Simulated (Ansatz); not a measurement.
# C3H5ClFN: the cost of one run

Method: RKS PBE-D4/6-31G, in Ansatz 0.2.0.

### Step 1. The system as given

Bond lengths: N1–C2 1.391 Å, C2–Cl3 1.705 Å, C2–C4 1.341 Å, C4–C5 1.512 Å, C5–F6 1.336 Å, N1–H7 1.046 Å, N1–H8 0.960 Å, C4–H9 1.125 Å, C5–H10 1.085 Å, C5–H11 1.109 Å. Angles (14 of 15 angles, heavy atoms first): N1–C2–Cl3 109.3°, N1–C2–C4 130.2°, Cl3–C2–C4 120.3°, C2–C4–C5 124.5°, C4–C5–F6 113.6°, C2–N1–H7 107.5°, C2–N1–H8 111.2°, C2–C4–H9 118.2°, C5–C4–H9 116.3°, C4–C5–H10 106.1°, C4–C5–H11 109.5°, F6–C5–H10 110.4°, F6–C5–H11 108.0°, H7–N1–H8 114.1°.

Structure file:

```xyz
11

N     0.3266   -1.7188    0.0253
C     0.2503   -0.5879    0.8309
Cl    0.4534   -1.0422    2.4614
C     0.1415    0.7061    0.4981
C    -0.1832    1.2086   -0.8903
F    -0.4780    0.2348   -1.7562
H    -0.1416   -1.4905   -0.8823
H    -0.0363   -2.4882    0.4706
H     0.0918    1.4654    1.3268
H     0.6912    1.7575   -1.2228
H    -1.0503    1.8983   -0.8409
```

### Step 2. Preparing the start

input.yaml

```yaml
crystal:
  periodic: [false, false, false]
  atoms:
    - { symbol: "N", position_ang: [0.3266, -1.7188, 0.0253] }
    - { symbol: C, position_ang: [0.2503, -0.5879, 0.8309] }
    - { symbol: Cl, position_ang: [0.4534, -1.0422, 2.4614] }
    - { symbol: C, position_ang: [0.1415, 0.7061, 0.4981] }
    - { symbol: C, position_ang: [-0.1832, 1.2086, -0.8903] }
    - { symbol: F, position_ang: [-0.478, 0.2348, -1.7562] }
    - { symbol: H, position_ang: [-0.1416, -1.4905, -0.8823] }
    - { symbol: H, position_ang: [-0.0363, -2.4882, 0.4706] }
    - { symbol: H, position_ang: [0.0918, 1.4654, 1.3268] }
    - { symbol: H, position_ang: [0.6912, 1.7575, -1.2228] }
    - { symbol: H, position_ang: [-1.0503, 1.8983, -0.8409] }
basis:
  gaussian: { orbitals: "6-31G" }
hamiltonian:
  xc: pbe
  dispersion: d4
relax:
  f_tol: 0.02
  max_steps: 40
scf:
  lower_state_search: "off"
```

Run with:

```
$ ansatz run input.yaml --threads 1 --pin off --max-ram 2048MiB --backend cpu --events-out ev --progress --plain --runs-dir out
```

**Question.** How long does this run take on 1 thread of Arm Neoverse V2, shared host, and how much memory does it need?

About 46 s, with a peak of 0.15 GiB.
